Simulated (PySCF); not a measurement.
Input of a run (PBE0-D3(BJ)/def2-SVP geometry optimisation, gas phase (PySCF 2.14.0)), started from GFN2-xTB:
```
{"job": {"xc": "PBE0", "basis": "def2-SVP", "d3": "d3bj", "grid": 1, "shake": 0.01, "kind": "geom"}, "charge": -1, "multiplicity": 1}
P      0.239800     1.730770    -0.177530
P     -1.595360     0.710380    -0.332050
P     -1.220490    -1.315180     0.000950
P      0.884650    -1.524080     0.361000
P      1.724970     0.364140     0.238600
```

Output (energies in Eh, forces in Eh/bohr):
```
step   0  E = -1705.73805492  max force = 0.014129
step   1  E = -1705.73505790  max force = 0.011204
step   2  E = -1705.73850148  max force = 0.005619
step   3  E = -1705.73956611  max force = 0.000382
step   4  E = -1705.73956728  max force = 0.000287
optimisation converged
```

Task: Summarise the run.

Result: The energy falls by 0.95 kcal/mol over 5 energy and gradient evaluations, the largest force component goes from 0.0141 to 2.9e-04 Eh/bohr, and the atoms move by 0.023 Å rms after alignment. Among the bonds, P3–P4 and P1–P5 change most and about equally (-0.043 to +0.043 Å). Bonds longer at the end by more than 0.005 Å: 3 of 5; shorter: 1. The energy rose by more than 1e-6 Eh at step 1.

Task: What are the final bond lengths?

Result: P1–P2 2.103 Å, P2–P3 2.103 Å, P3–P4 2.103 Å, P4–P5 2.103 Å, P1–P5 2.104 Å. Numbering counts from 1 in the input's order; the species is `P1=P[P-]P=P1`.

The run used 90 basis functions and 42 SCF cycles in all.

No frequency check. The geometry's basis has no diffuse functions, a weakness for an anion.
